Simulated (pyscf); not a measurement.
A first-order saddle from PySCF, ωB97X-D3(BJ)/def2-SVP:

```
Ge
Cl 1 2.1306
Cl 1 2.1359 2 121.69
Cl 1 2.1910 2 98.37 3 -104.25
Se 1 2.4751 2 118.87 4 -94.90
H 5 1.4681 1 90.38 2 178.50
H 5 1.6120 6 95.62 1 -74.76
Cl 7 1.7368 5 134.80 6 98.42
```
Charge 0, spin multiplicity 1.

Surface: singlet, charge 0. Lowest wavenumbers (cm⁻¹): 718i, 34, 82, 145, 160.

Which two sides does it connect, and which bonds change?

H₂Se + Cl–Ge(Cl)(Cl)–Cl ⇌ Cl–Ge(Cl)(Cl)–SeH + HCl, a four-centre exchange read from left to right: H–Se, Cl–Ge broken and Ge–Se, Cl–H formed. At ωB97M-D3(BJ)/def2-TZVP it lies +142.4 kJ/mol from the left side and +133.3 kJ/mol from the right (each side as separated species at their lowest minima found). This is the saddle that the search found; another between the same sides may lie lower. Elements up to Kr have no core potential and no relativistic terms here.
